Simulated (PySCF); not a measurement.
**Bond curve of BCl⁻**

Set-up: basis B aug-pcseg-1, Cl aug-pcseg-1; no relativity; PySCF 2.14. Energies in eV from B + Cl⁻ in their ground configurations at the same level. State: ²Π (doublet), unpaired electrons π ↑.

```tsv
R (Å)	UHF-SCS-MP2	MN15	UHF-CCSD(T)
1.639	-0.696	-1.283	
1.715	-0.966	-1.534	-1.028
1.792	-1.112	-1.655	-1.178
1.849	-1.165	-1.687	-1.232
1.906	-1.185	-1.686	-1.252
1.963	-1.180	-1.662	-1.248
2.039	-1.150	-1.605	-1.217
2.135	-1.088	-1.514	-1.155
2.249	-0.998	-1.392	-1.064
2.402	-0.873	-1.229
```

Q: Put a parabola through the three lowest points of the UHF-SCS-MP2 curve and estimate Re, k and ωe (reduced mass 8.373 u; 1 eV/Å² = 0.16022 mdyn/Å; ωe = 1302.8·√(k/μ) cm⁻¹).

A: Through R = 1.849, 1.906, 1.963 Å the second-order coefficient is 3.85 eV/Å², so Re ≈ 1.923 Å, k ≈ 1.23 mdyn/Å and ωe ≈ 500 cm⁻¹. A polynomial fit of higher order to the unrounded UHF-SCS-MP2 energies gives Re = 1.922 Å, k = 1.05 mdyn/Å, ωe = 461 cm⁻¹; anharmonicity and rounding make the difference.

The higher-order fit for each curve: UHF-SCS-MP2: Re = 1.922 Å, ωe = 461 cm⁻¹, De = 1.19 eV; MN15: Re = 1.874 Å, ωe = 532 cm⁻¹, De = 1.69 eV; UHF-CCSD(T): Re = 1.922 Å, ωe = 463 cm⁻¹, De = 1.25 eV.

Correlated steps freeze 6 core orbitals. Correlated levels converge slowly with the basis: in double zeta they bind strong bonds too weakly, by up to about 1 eV, and carry superposition errors of some tenths. For an ion De counts to the pair picked by the measured ionisation energies or electron affinities, which need not be the lowest pair at this level. The highest Kohn–Sham level is positive in this anion. Much of that is self-interaction error, but it also means that the finite basis helps to hold the extra electron. The state was picked by a PBE0 search and need not be the measured ground state.
